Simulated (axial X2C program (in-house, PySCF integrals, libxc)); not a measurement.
## Nuclear properties of BC⁺

Calculated with an axial X2C code built on PySCF integrals: two-component X2C with atomic mean-field Coulomb and Gaunt terms, Gaussian nuclei, basis C dyall-v3z, B dyall-v3z with contracted cores.

R = 1.432 Å (near the PBE0 minimum at charge 1 of the determinant lowest at the starting distance; the state shown can have its own minimum elsewhere).

Input and command:
```json
{"zs": [6, 5], "q": 1, "bas": ["dyall-v3z", "dyall-v3z"], "r0": 1.45, "levels": ["PBE0", "HF", "r2SCAN", "B3LYP", "BP86"], "nst": 3}
```
```bash
python soeom.py task.json out
```

Keys: zs atomic numbers; q charge; bas basis sets; r0 starting distance in Å; levels methods; nst determinants followed.

Determinant lowest in the PBE0 search, Ω = 2 (⟨Sz⟩ = 2.00, ⟨Lz⟩ = 0.00 at PBE0), spin on the atoms C 1.20, B 0.80:

```tsv
level	Eeff magnitude (GV/cm)	Ws magnitude C (kHz)	Ws magnitude B (kHz)	A∥/gI C (MHz)	qzz C (a.u.)	A∥/gI B (MHz)	qzz B (a.u.)
PBE0	0.0162	0.0052	0.00191	224	-0.32	229	-0.47
HF	0.0161	0.00537	0.00212	254	-0.29	215	-0.56
r2SCAN	0.016	0.00521	0.00194	234	-0.33	233	-0.48
B3LYP	0.0163	0.00525	0.00196	231	-0.32	241	-0.48
BP86	0.0166	0.00526	0.00191	222	-0.33	230	-0.45
```

Determinant 0.76 eV from it at PBE0 and this distance, Ω = 1 (⟨Sz⟩ = 1.00, ⟨Lz⟩ = 0.00 at PBE0), spin on the atoms C 0.63, B 0.37:

```
 level  Eeff magnitude (GV/cm)  Ws magnitude C (kHz)  Ws magnitude B (kHz)  A∥/gI C (MHz)  qzz C (a.u.)  A∥/gI B (MHz)  qzz B (a.u.)
  PBE0                0.000563              7.76e-06              0.000207          -43.2         -0.07           -3.4          0.09
    HF                0.000766              0.000505              0.000202            -26          0.05          -7.38          0.10
r2SCAN                 0.00036              0.000138              0.000269          -33.7         -0.07           1.12          0.07
 B3LYP                  0.0015               0.00028              0.000301          -37.8         -0.09           8.96          0.09
  BP86                 0.00169              0.000369              0.000276          -46.2         -0.12           3.19          0.08
```

Eeff is the effective electric field on the electron electric dipole moment in this Ω state and Ws the scalar–pseudoscalar constant of the nucleus named (defined with the proton number Z and per Ω); A∥ (defined per Ω) follows by multiplying with gI = μI/(I μN); qzz is the electric field gradient, eQq0 = 234.96 MHz × Q/barn × qzz. The operators were transformed with the bare-nucleus X2C matrices; with these basis sets, hyperfine constants and field gradients can be off by tens of per cent, and where levels differ in sign neither size nor sign is settled.

(1) With gI(13C) = 1.4048, gI(11B) = 1.7924, Q(11B) = 0.04059 barn (g factors from the IAEA table of nuclear moments by Stone; Q from Pyykkö, Mol. Phys. 2018), turn the PBE0 values of the first state into constants in MHz.

Each state is one determinant with collinear spin, which with several unpaired electrons need not be a pure state. Unrestricted Hartree–Fock can overshoot spin polarisation at the nuclei. In the state Ω = 1 the sign of Eeff differs between levels (HF against PBE0). This is the top spin component of a Σ state; components of lower Ω are not single determinants and can lie lower. With several open shells hyperfine constants can be off by a factor of several. Where Eeff spreads by more than a factor of two the levels disagree and none is to be relied on. Open-shell Ω = 0 determinants with evenly filled partner blocks cannot be reached by this program, so the Ω shown need not be the lowest component. The search compared states at one distance, so a state with another bond length can lie lower. The sign of Ws at C differs between levels in the second state. Further determinants of the search, some of them spin-mixed, are not shown. PBE0 term energies can be off by some tenths of an eV.

## Answers

(1) A∥(13C) = 224 × 1.4048 = 315 MHz; A∥(11B) = 229 × 1.7924 = 410 MHz; eQq0(11B) = 234.96 × (0.04059) × (-0.47) = -4.48 MHz.
